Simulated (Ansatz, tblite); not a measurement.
# The cluster Cd₂O₂−: one state, many levels

Aim: run the doublet of the cluster Cd₂O₂− at one geometry on many levels, and compare frontier levels, spin and run time.

The runs use Ansatz 0.2.0, Gaussian basis; as each input shows.

Plan: GFN1-xTB, GFN2-xTB, PBE-D4/def2-TZVPD, r2SCAN-D4/def2-TZVPD, CAM-B3LYP-D4/def2-TZVPD, B3LYP-D4/def2-TZVPD, HSE06-D4/def2-TZVPD, LC-ωPBE/def2-TZVPD, PBE-D4/def2-SVPD, PBE0-D4/def2-SVPD, CCSD(T)/def2-SVPD, MP2/def2-TZVPD, RPA/def2-TZVPD.

2 further runs of the same task are left out: 1 that didn't finish, 1 set aside as unsound or not needed.

### 1 The relaxed structure

The geometry is that of the doublet, from an earlier relaxation (PBE0-D4/def2-TZVPD). At that level it is the lowest of the isomers that a small search found.

4 atoms, charge -1, spin multiplicity 2.

Bond lengths: Cd1–O3 2.156 Å, Cd2–O3 1.928 Å, Cd2–O4 1.960 Å. Angles: O3–Cd2–O4 177.0°, Cd1–O3–Cd2 128.3°.

Cd takes a core potential in the def2 sets. No spin-orbit coupling is included. The ion is computed in the gas phase, without counter-ions or solvent.

PBE0-D4/def2-TZVPD was run before; its log isn't repeated, and its numbers join the tables.

### 2 GFN1-xTB

Tight binding, by tblite at 300 K electronic temperature and without a spin-polarisation term:

```python
tblite.interface.Calculator('GFN1-xTB', numbers, positions, charge=-1, uhf=1).singlepoint()
```

Energy -303.3246 eV; 0.006 s.

### 3 GFN2-xTB

Tight binding, by tblite at 300 K electronic temperature and without a spin-polarisation term:

```python
tblite.interface.Calculator('GFN2-xTB', numbers, positions, charge=-1, uhf=1).singlepoint()
```

Energy -254.7651 eV; 0.006 s.

### 4 PBE-D4/def2-TZVPD

start.molden holds the orbitals of an earlier run on this state, given as this run's starting guess.

File in.yaml:

```yaml
crystal:
  periodic: [false, false, false]
  atoms:
    - {symbol: Cd, position_ang: [-1.038580, -0.078740, 2.572277]}
    - {symbol: Cd, position_ang: [0.357235, 0.038395, -0.826179]}
    - {symbol: O, position_ang: [-0.994849, -0.466163, 0.452032]}
    - {symbol: O, position_ang: [1.676204, 0.506508, -2.198130]}
basis:
  gaussian: {orbitals: def2-TZVPD, initial_orbitals: start.molden}
total_charge: -1
magnetization: {spin_polarized: true, initial_magnetization: 1}
hamiltonian: {xc: pbe, dispersion: d4}
scf: {omitted_lower_state_checks: [starts]}
output: {orbitals: {seedname: orbitals}}
```

On the command line:

```sh
$ ansatz run in.yaml --threads 4 --pin off --events-out ev --progress --plain --max-ram 3916MiB
```

After this run come: r2SCAN-D4/def2-TZVPD; CAM-B3LYP-D4/def2-TZVPD; B3LYP-D4/def2-TZVPD; HSE06-D4/def2-TZVPD; LC-ωPBE/def2-TZVPD; PBE-D4/def2-SVPD; PBE0-D4/def2-SVPD; CCSD(T)/def2-SVPD; MP2/def2-TZVPD; RPA/def2-TZVPD.

**Question.** What will the summary of the whole plan be? Wanted: gap in def2-TZVPD, named functionals, smallest and largest; correlation energy, CCSD(T)/def2-SVPD; correlation energy, MP2/def2-TZVPD; ⟨S²⟩ in def2-TZVPD, named functionals, smallest and largest; PBE0 total energy, smallest basis above largest.

**Answer**, as computed:

```
                                                   quantity                                value
 gap in def2-TZVPD, named functionals, smallest and largest  0.34 eV (PBE-D4), 5.02 eV (LC-ωPBE)
                      correlation energy, CCSD(T)/def2-SVPD                            -31.66 eV
                         correlation energy, MP2/def2-TZVPD                            -40.48 eV
⟨S²⟩ in def2-TZVPD, named functionals, smallest and largest                         0.754, 0.782
            PBE0 total energy, smallest basis above largest      6.81 eV (def2-SVPD, def2-TZVPD)
```

What this shows: Over the named functionals in def2-TZVPD the gap runs from 0.34 eV (PBE-D4) to 5.02 eV (LC-ωPBE); exact exchange widens it. Over the named functionals in def2-TZVPD spin contamination reaches 0.03 (HSE06-D4), which is small.
